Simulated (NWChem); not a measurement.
# phosphine (PH3); SMILES P

```xyz
4

P      0.0000     0.0000     0.1336
H      0.4028    -1.1193    -0.6421
H     -1.1707     0.2109    -0.6421
H      0.7680     0.9085    -0.6421
```
Atoms are numbered in this order, from 1.

Level: PBE0-D3(BJ)/def2-TZVP (NWChem), optimised geometry, unscaled harmonic frequencies. 

Problem. List the harmonic frequencies with IR intensities, and the thermochemistry.

Solution. 
```csv
frequency (cm⁻¹),IR intensity (km/mol)
1005,15.2
1135,9.5
1135,9.4
2410,25.9
2422,54.4
2422,54.4
```

```json
{
 "zero_point_energy": "15.0 kcal/mol",
 "thermal correction to the enthalpy at 298.15 K (with zero-point energy)": "17.5 kcal/mol",
 "heat capacity Cv": "6.8 cal/(mol K)",
 "entropy at 298.15 K and 1 atm (symmetry number 3)": "50.2 cal/(mol K)",
 "dipole_moment": "0.70 D"
}
```

Rigid rotor and harmonic oscillator.
